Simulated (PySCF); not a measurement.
# Energy profile

The step: CH₆Si ([CH3][SiH3]) + NH₃ → SiNH₅ ([NH2][SiH3]) + CH₄; bonds formed: Si1–N7, C2–H6; bonds broken: Si1–C2, H6–N7 (atoms numbered as in the saddle structure below).

```xyz
12
angstrom
Si -0.9881 0.0295 -0.4601
C 0.7409 -1.0780 0.6791
H -1.9450 0.9302 -1.2223
H -1.7811 -0.2327 0.7643
H -0.7532 -1.0262 -1.4755
H 0.8000 0.4362 0.2756
N 0.3296 1.3524 -0.2709
H 1.1021 -0.8607 1.6945
H 1.5946 -1.4396 0.0912
H 0.0589 -1.9256 0.7849
H 0.7759 1.6464 -1.1328
H 0.0654 2.1679 0.2719
```

Electronic energies by CCSD(T) at an estimated basis limit (MP2 extrapolated from triple and quadruple zeta, plus CCSD(T) − MP2 in triple zeta), on PBE0-D4/def2-TZVP structures; CH9NSi, singlet; no counterpoise correction. PySCF 2.14 with density fitting (its default auxiliary sets; JK sets also for MP2 and CCSD(T)); basis: def2-TZVPP and def2-QZVPP; cores frozen in the correlated methods. Extrapolation: Hartree–Fock as exp(−7.88 √X), correlation as X^−2.97.

Q: Give the profile in kJ/mol, counted from the separated reactants. (To be estimated.)

A: By the calculation:
```
                                                                                                                point  kJ/mol
separated: CH6Si (linked as [CH3][SiH3]; Si1, C2, H3, H4, H5, H8, H9, H10; singlet) + NH3 (H6, N7, H11, H12; singlet)     0.0
                                                                                                      start structure    -9.8
                                                                                                               saddle   218.4
                                                                                                        end structure   -51.7
separated: SiNH5 (linked as [NH2][SiH3]; Si1, H3, H4, H5, N7, H11, H12; singlet) + CH4 (C2, H6, H8, H9, H10; singlet)   -47.5
```

The T1 diagnostic stays at or below 0.011.

For scale, one of the runs: CCSD(T)/def2-TZVPP, 230 basis functions, launched by `OMP_NUM_THREADS=4 python run.py`. Time: 11 min of wall clock on 4 CPU threads of an Arm Neoverse V2; the host was shared. Peak host memory: 3.5 GiB.
